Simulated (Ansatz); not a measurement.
A first, cheap relaxation of C4H4F2, SMILES `C=C/C(F)=C\F`.

```yaml
crystal:
  periodic: [false, false, false]
  atoms:
    - {symbol: C, position_ang: [-0.462700, -1.720600, 0.626700]}
    - {symbol: C, position_ang: [-0.141600, -0.392800, 0.599900]}
    - {symbol: C, position_ang: [0.084400, 0.360400, -0.619400]}
    - {symbol: F, position_ang: [0.041500, -0.275000, -1.788300]}
    - {symbol: C, position_ang: [0.490800, 1.631200, -0.646100]}
    - {symbol: F, position_ang: [0.665600, 2.385600, 0.486800]}
    - {symbol: H, position_ang: [-0.620100, -2.241300, -0.297100]}
    - {symbol: H, position_ang: [-0.651200, -2.173000, 1.547000]}
    - {symbol: H, position_ang: [-0.010800, 0.154100, 1.586700]}
    - {symbol: H, position_ang: [0.687300, 2.220200, -1.493400]}
basis:
  gaussian: {orbitals: def2-SVP}
hamiltonian: {xc: pbe, dispersion: d4}
relax: {f_tol: 0.03, max_steps: 200}
```

```sh
$ ansatz run in.yaml --threads 4 --pin off --events-out ev --progress --plain --max-ram 10444MiB
```

Shortened log:

```
Functional definition: PBE
mean field -9627.26315787 eV, -353.7953954585 hartree, gradient 7.5e-5 eV, S^2 0.000000; 0 other end points of the search recorded, 0 dependent functions left out
relax step   1: F+E_penalty+E_count = -9627.44121822 eV  Δ(F+E_penalty+E_count) = +0.000e0 eV  max|allowed force component| = 2.526e0 eV/Å  Δτ_max = 0.0000 Å  (30 SCF iters, accepted)
mean field -9627.45706490 eV, -353.8025214105 hartree, gradient 1.7e-5 eV, S^2 0.000000; 0 other end points of the search recorded, 0 dependent functions left out
relax step   2: F+E_penalty+E_count = -9627.63462808 eV  Δ(F+E_penalty+E_count) = -1.934e-1 eV  max|allowed force component| = 8.266e-1 eV/Å  Δτ_max = 0.0801 Å  (31 SCF iters, accepted)
mean field -9627.48884128 eV, -353.8036891708 hartree, gradient 8.8e-6 eV, S^2 0.000000; 0 other end points of the search recorded, 0 dependent functions left out
relax step   3: F+E_penalty+E_count = -9627.66630373 eV  Δ(F+E_penalty+E_count) = -3.168e-2 eV  max|allowed force component| = 5.159e-1 eV/Å  Δτ_max = 0.0909 Å  (32 SCF iters, accepted)
mean field -9627.50490460 eV, -353.8042794870 hartree, gradient 1.3e-5 eV, S^2 0.000000; 0 other end points of the search recorded, 0 dependent functions left out
relax step   4: F+E_penalty+E_count = -9627.68279067 eV  Δ(F+E_penalty+E_count) = -1.649e-2 eV  max|allowed force component| = 4.975e-1 eV/Å  Δτ_max = 0.0466 Å  (32 SCF iters, accepted)
mean field -9627.50996480 eV, -353.8044654457 hartree, gradient 1.3e-5 eV, S^2 0.000000; 0 other end points of the search recorded, 0 dependent functions left out
relax step   5: F+E_penalty+E_count = -9627.68812783 eV  Δ(F+E_penalty+E_count) = -5.337e-3 eV  max|allowed force component| = 4.708e-1 eV/Å  Δτ_max = 0.0275 Å  (32 SCF iters, accepted)
mean field -9627.51564382 eV, -353.8046741458 hartree, gradient 1.1e-5 eV, S^2 0.000000; 0 other end points of the search recorded, 0 dependent functions left out
relax step   6: F+E_penalty+E_count = -9627.69341157 eV  Δ(F+E_penalty+E_count) = -5.284e-3 eV  max|allowed force component| = 3.494e-2 eV/Å  Δτ_max = 0.0169 Å  (33 SCF iters, accepted)
mean field -9627.51565625 eV, -353.8046746026 hartree, gradient 2.6e-5 eV, S^2 0.000000; 0 other end points of the search recorded, 0 dependent functions left out
relax step   7: F+E_penalty+E_count = -9627.69344299 eV  Δ(F+E_penalty+E_count) = -3.143e-5 eV  max|allowed force component| = 8.640e-3 eV/Å  Δτ_max = 0.0013 Å  (23 SCF iters, accepted)
mean field -9627.51565625 eV, -353.8046746026 hartree, gradient 2.5e-5 eV, S^2 0.000000; 1 other end points of the search recorded, 0 dependent functions left out
Total energy: -9627.69347014 eV, -353.8112091427 hartree
Atom 0 at    -0.487195    -1.699821     0.621052 Å, force    -0.000997    -0.002245    -0.000843 eV/Å
Atom 1 at    -0.125973    -0.397537     0.621286 Å, force     0.002581     0.008640     0.003486 eV/Å
Atom 2 at     0.135771     0.368111    -0.581212 Å, force    -0.000736     0.001104     0.000099 eV/Å
Atom 3 at     0.004617    -0.279024    -1.760020 Å, force     0.000218    -0.000669    -0.004718 eV/Å
Atom 4 at     0.499881     1.673783    -0.630359 Å, force    -0.000783    -0.002140     0.001734 eV/Å
Atom 5 at     0.652883     2.391939     0.492798 Å, force     0.000159     0.000084    -0.000061 eV/Å
Atom 6 at    -0.603322    -2.256473    -0.321117 Å, force     0.000267    -0.001612     0.000369 eV/Å
Atom 7 at    -0.674309    -2.236111     1.562445 Å, force    -0.000879    -0.001499    -0.000358 eV/Å
Atom 8 at    -0.009575     0.161402     1.563282 Å, force     0.000129    -0.001297     0.001044 eV/Å
Atom 9 at     0.690422     2.222531    -1.565356 Å, force     0.000040    -0.000366    -0.000751 eV/Å
Dipole moment:    -0.003485    -0.007470     0.034157 e Å
```

Run time 4.2 s (4 threads of an Intel Xeon 6975P-C on a shared host); peak host memory 0.15 GiB.
